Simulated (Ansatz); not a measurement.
Species: N₂, charge 1, doublet. N2+ (parent SMILES N#N, doublet).
B3LYP-D3(BJ)/def2-TZVP minimum from Ansatz (a first-principles code):
```
N
N 1 1.1041
```
Charge +1, spin multiplicity 2.

Total energies in cc-pVTZ, 9 correlated electrons, 2 frozen orbitals. UHF or UKS for unpaired electrons; spin-orbit terms are left out. Cores are frozen in correlated methods. No relativity. The determinant of N2+ (parent SMILES N#N, doublet) is a saddle point of the SCF energy; a lower one exists, which strains HF and MP2.

| method | program | energy (Eh) | minus CCSDT(Q) (mEh) |
|---|---|---|---|
| HF | Ansatz | -108.40843 | 401.58 |
| MP2 | Ansatz | -108.79626 | 13.76 |
| CCSD | Ansatz | -108.78330 | 26.71 |
| CCSD(T) | Ansatz | -108.80669 | 3.32 |
| CCSDT(Q) | Ansatz | -108.81001 | 0.00 |

Rough core times of Ansatz's runs on a shared machine: CCSD(T) 50 s, CCSDT(Q) 4 min.
